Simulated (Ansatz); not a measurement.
Consider the isomerisation: `NC/C=C\F` → `C/C=N/CF`.

Gas-phase electronic energies from Ansatz, PBE0-D4/def2-TZVP geometries. CCSD(T)/CBS adds triple-zeta CCSD(T) − MP2 to the extrapolated MP2 energy (def2 sets, frozen cores). Double bonds are as drawn, so ΔE can hold a change between cis and trans. One conformer a species, not always the lowest.

`NC/C=C\F`:

Z-matrix (Å, degrees):
```
C
C 1 1.491
N 1 1.458 2 109.8
H 1 1.098 2 109.6 3 126.5
H 1 1.096 2 108.6 3 -117.2
C 2 1.320 1 125.9 3 -128.8
H 2 1.085 1 117.2 3 49.9
H 3 1.012 1 110.4 2 -175.4
H 3 1.013 1 110.0 2 66.4
F 6 1.342 2 122.7 1 -0.7
H 6 1.083 2 125.3 1 179.5
```

`C/C=N/CF`:

Cartesian coordinates in Å:
```
C -0.782 -1.672 0.226
C 0.006 -0.470 -0.147
N -0.190 0.659 0.381
C 0.655 1.730 -0.030
F -0.117 2.826 -0.328
H -1.263 -2.097 -0.660
H -1.537 -1.419 0.968
H -0.122 -2.447 0.627
H 0.783 -0.612 -0.916
H 1.255 1.496 -0.923
H 1.313 2.006 0.802
```

```tsv
level	ΔE (eV)
CCSD/def2-TZVPP	-0.24
CCSD(T)/def2-TZVPP	-0.24
```

Q: What does CCSD(T)/CBS give? (Estimate.)

A: The calculation gave: -0.20 eV. The listed levels differ from it by -0.04, -0.04 eV.

Largest T1 diagnostic among the species: 0.012.

In def2-TZVPP, CCSD(T) changes the Hartree–Fock value by +0.07 eV (the triples alone add −0.01 eV) and MP2 by +0.08 eV.
